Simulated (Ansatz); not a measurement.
# H2NSi: the cost of one run

Computed with Ansatz 0.2.0, Gaussian basis. Level: def2-QZVPP, core rule «outside noble gas», up to 6 orbitals frozen.

To be run: UHF; ROHF; CCSD(T) on UHF.

## Step 1: The geometry

The geometry is a PBE0/def2-TZVP stationary point (not a proven minimum) of the parent state, kept for this charge and spin.

4 atoms, charge 0, spin multiplicity 6.

Atoms are counted from 1 here; the program's logs count them from 0.

Bond lengths: Si1–N2 1.803 Å, Si1–H3 1.495 Å, N2–H4 1.024 Å. Angles: N2–Si1–H3 111.4°, Si1–N2–H4 113.2°.

## Step 2: UHF

in.yaml

```yaml
crystal:
  periodic: [false, false, false]
  atoms:
    - {symbol: Si, position_ang: [0.009460, -0.103752, 0.602203]}
    - {symbol: N, position_ang: [-0.087242, 0.144329, -1.180713]}
    - {symbol: H, position_ang: [0.265634, 1.182906, 1.319057]}
    - {symbol: H, position_ang: [0.683123, -0.297565, -1.691380]}
basis:
  gaussian: {orbitals: "def2-QZVPP.json"}
magnetization: {spin_polarized: true, initial_magnetization: 5}
hamiltonian: {xc: hf}
output: {orbitals: {seedname: orbitals}}
```

Run with:

```sh
$ ansatz run in.yaml --threads 1 --pin off --events-out ev --progress --plain --max-ram 4096MiB --backend cpu
```

What time and memory should one allow on 1 thread of AMD EPYC 7R13, shared host?

About 6 s, with a peak of 0.32 GiB.
